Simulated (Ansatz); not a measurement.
# C5H12O: vertical ionisation energy

An exercise on one series of results from a longer session: the logs are not shown, and one member is left open.

Program: Ansatz 0.2.0, Gaussian basis. Level of theory: unrestricted cation, the program's frozen cores in correlated methods. These are calculated values, not measurements.

Levels to be run: UKS PBE-D4/def2-TZVPP; UKS r2SCAN-D4/def2-TZVPP; UKS PBE0-D4/def2-TZVPP; UKS B3LYP-D4/def2-TZVPP; UKS wB97X-V/def2-TZVPP; UKS wB97M-V/def2-TZVPP; UKS B2PLYP/def2-TZVPP; UHF-CCSD(T)/def2-TZVPP; UHF-MP2/def2-QZVPP; extrapolation to the limit; then −ε(HOMO) from the neutral's earlier runs with LDA (SPW92), PBE-D4, revPBE-D4, BLYP-D4, r2SCAN-D4, B97M-V, PBE0-D4, B3LYP-D4, r2SCANh-D4, r2SCAN0-D4, HSE06-D4, BHLYP-D4, CAM-B3LYP-D4, LC-ωPBE, ωB97X-V, ωB97M-V.

**Structure used throughout**

The geometry comes from an earlier relaxation with PBE0-D4 in a triple-zeta def2 set; it is a stationary point, not always the lowest conformer.

SMILES `CCCCOC`, 18 atoms, charge 0, spin multiplicity 1.

Atoms are counted from 1 here; the program's logs count them from 0.

Bond lengths: C1–C2 1.519 Å, C1–H7 1.093 Å, C1–H8 1.093 Å, C1–H9 1.092 Å, C2–C3 1.520 Å, C2–H10 1.096 Å, C2–H11 1.096 Å, C3–C4 1.509 Å, C3–H12 1.095 Å, C3–H13 1.095 Å, C4–O5 1.404 Å, C4–H14 1.103 Å, C4–H15 1.103 Å, O5–C6 1.398 Å, C6–H16 1.090 Å, C6–H17 1.100 Å, C6–H18 1.100 Å. Angles: C2–C1–H7 111.1°, C2–C1–H8 111.1°, C2–C1–H9 111.6°, H7–C1–H8 107.5°, H7–C1–H9 107.7°, H8–C1–H9 107.7°, C1–C2–C3 112.7°, C1–C2–H10 109.5°, C1–C2–H11 109.5°, C3–C2–H10 109.4°, C3–C2–H11 109.4°, H10–C2–H11 106.0°, C2–C3–C4 112.6°, C2–C3–H12 110.0°, C2–C3–H13 110.0°, C4–C3–H12 108.7°, C4–C3–H13 108.7°, H12–C3–H13 106.5° and more.

Set-up of the first run:

The input, in.yaml:

```yaml
crystal:
  periodic: [false, false, false]
  atoms:
    - {symbol: C, position_ang: [-1.563860, -1.021308, 2.276842]}
    - {symbol: C, position_ang: [-0.335618, -0.480986, 1.565369]}
    - {symbol: C, position_ang: [-0.587420, -0.197526, 0.093920]}
    - {symbol: C, position_ang: [0.633922, 0.340930, -0.610683]}
    - {symbol: O, position_ang: [0.325997, 0.575725, -1.960052]}
    - {symbol: C, position_ang: [1.416099, 1.079068, -2.676966]}
    - {symbol: H, position_ang: [-1.902447, -1.956074, 1.821561]}
    - {symbol: H, position_ang: [-2.393414, -0.310891, 2.223422]}
    - {symbol: H, position_ang: [-1.362272, -1.218887, 3.332035]}
    - {symbol: H, position_ang: [0.000655, 0.437186, 2.060907]}
    - {symbol: H, position_ang: [0.488789, -1.196937, 1.662494]}
    - {symbol: H, position_ang: [-1.403122, 0.525248, -0.014533]}
    - {symbol: H, position_ang: [-0.911674, -1.112066, -0.414021]}
    - {symbol: H, position_ang: [1.467553, -0.376735, -0.532683]}
    - {symbol: H, position_ang: [0.970395, 1.275501, -0.131704]}
    - {symbol: H, position_ang: [1.093936, 1.231308, -3.707513]}
    - {symbol: H, position_ang: [1.761401, 2.039312, -2.267215]}
    - {symbol: H, position_ang: [2.263683, 0.378532, -2.669582]}
basis:
  gaussian: {orbitals: def2-TZVPP}
total_charge: 1
magnetization: {spin_polarized: true, initial_magnetization: 1}
hamiltonian: {xc: pbe, dispersion: d4}
```

Launch:

```console
$ ansatz run in.yaml --threads 2 --pin off --events-out ev --progress --plain --max-ram 22528MiB --backend cuda --devices 0, --max-vram 18GiB
```

Among the steps run: Cation, UKS PBE-D4/def2-TZVPP; Cation, UKS r2SCAN-D4/def2-TZVPP; Cation, UKS PBE0-D4/def2-TZVPP; Cation, UKS B3LYP-D4/def2-TZVPP; Cation, UKS wB97X-V/def2-TZVPP; Cation, UKS wB97M-V/def2-TZVPP; Cation, UKS B2PLYP (frozen core)/def2-TZVPP; Cation, UHF-CCSD(T)/def2-TZVPP; Cation, UHF-MP2/def2-QZVPP.

One of the session's tables, all rows but one given; the rest of the session is left out.

For comparison, −ε(HOMO) of the neutral from earlier runs:

| functional | −ε(HOMO) (eV) |
| --- | --- |
| LDA (SPW92) | 5.87 |
| PBE-D4 | 5.76 |
| revPBE-D4 | 5.71 |
| BLYP-D4 | 5.69 |
| r2SCAN-D4 | 6.07 |
| B97M-V | 6.27 |
| PBE0-D4 | 7.34 |
| B3LYP-D4 | 7.12 |
| r2SCANh-D4 | 6.67 |
| r2SCAN0-D4 | ? |
| HSE06-D4 | 6.94 |
| BHLYP-D4 | 8.91 |
| CAM-B3LYP-D4 | 8.81 |
| LC-ωPBE | 10.10 |
| ωB97X-V | 9.82 |
| ωB97M-V | 9.77 |

Q: Estimate the row for r2SCAN0-D4 from the others.

Worked estimate for «−ε(HOMO) (eV)». Against the share of exact exchange, r2SCAN-D4 (0, 6.07), r2SCANh-D4 (0.1, 6.67) give a slope of 6.00 per unit share; at 0.25 the line stands at 7.57.

As computed: −ε(HOMO) (eV): 7.57. In «−ε(HOMO) (eV)» the line misses by 0.00.
